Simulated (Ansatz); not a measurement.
**NaS+ (triplet): the correlation ladder, cc-pVDZ**

An exercise on one series of results from a longer session: the logs are not shown, and one member is left open.

The runs use Ansatz 0.2.0, Gaussian basis; cc-pVDZ, core rule «outside noble gas», up to 10 orbitals frozen.

Plan: UHF; CCSD(T) on ROHF; CCSD(T) on UHF; BCCD(T) on ROHF; CISD; CCSDT(Q) on ROHF; CCSDT(Q) on UHF; CISDTQ; Full CI.

17 further runs of the same task are left out: 6 for a known fault of the program, 4 that didn't finish, 7 set aside as unsound or not needed.

**The system**

The geometry is a PBE0/def2-TZVP stationary point (not a proven minimum).

2 atoms, charge 1, spin multiplicity 3.

Atoms are counted from 1 here; the program's logs count them from 0.

Bond lengths: S1–Na2 2.856 Å.

The first run:

The input, in.yaml:

```yaml
crystal:
  periodic: [false, false, false]
  atoms:
    - {symbol: S, position_ang: [0.000000, 0.000000, 0.000000]}
    - {symbol: Na, position_ang: [0.000000, 0.000000, 2.855900]}
basis:
  gaussian: {orbitals: cc-pVDZ}
total_charge: 1
magnetization: {spin_polarized: true, initial_magnetization: 2}
hamiltonian: {xc: hf}
output: {orbitals: {seedname: orbitals}}
```

On the command line:

```
$ ansatz run in.yaml --threads 1 --pin off --events-out ev --progress --plain --max-ram 2393MiB
```

Among the steps run: UHF; CCSD(T) on ROHF; CCSD(T) on UHF; BCCD(T) on ROHF; CISD; CCSDT(Q) on ROHF; CCSDT(Q) on UHF; CISDTQ; Full CI.

One of the session's tables, all rows but one given; the rest of the session is left out.

```
   method  from FCI (kJ/mol)
     ROHF             +289.7
      UHF             +277.9
     RMP2              +53.0
     UMP2              +54.9
     CISD              +11.8
    RCCSD               +5.2
    UCCSD                  ?
 RCCSD(T)               +1.3
 UCCSD(T)               +1.2
  BCCD(T)               +1.2
   RCCSDT               +0.3
   UCCSDT               +0.3
   CISDTQ               +0.1
RCCSDT(Q)                0.0
UCCSDT(Q)                0.0
      FCI                  0
```

**Question.** Estimate the row for UCCSD.

**Answer.** from FCI (kJ/mol): +4.9. In the column «from FCI (kJ/mol)» it lies between RCCSD(T) (+1.3) and RCCSD (+5.2).

Caveats from the session: Levels on UHF freeze UHF's core orbitals, full CI those of ROHF, so the U rows can settle a little off it for that reason alone. Restricted and unrestricted rows rest on different reference determinants; where their highest levels disagree by more than a few hundredths of an eV, they describe different states and don't form one ladder.
